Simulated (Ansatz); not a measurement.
Computed with Ansatz.

A structure relaxed at PBE0-D4/def2-TZVP, charge 0, multiplicity 1:

```xyz
11

C     1.099    1.316    0.057
C     0.219    0.148   -0.200
C    -0.715   -0.471    0.675
C    -1.226   -1.473   -0.072
O    -0.670   -1.478   -1.283
N     0.243   -0.453   -1.359
H     1.769    1.119    0.897
H     0.506    2.200    0.307
H     1.698    1.534   -0.826
H    -0.959   -0.206    1.690
H    -1.965   -2.236    0.115
```

Question: Give its formula and SMILES.

Answer: C4H5NO, `Cc1ccon1`.

Question: Point group (tolerance 0.08 Å, 0.16 Å for H)?

Answer: Cs.

Question: Summarise the bond lengths by kind.

Answer: 3 × C–C 1.350 to 1.485 Å; 5 × C–H 1.077 to 1.092 Å; 1 × C–N 1.305 Å; 1 × C–O 1.332 Å; 1 × N–O 1.375 Å.
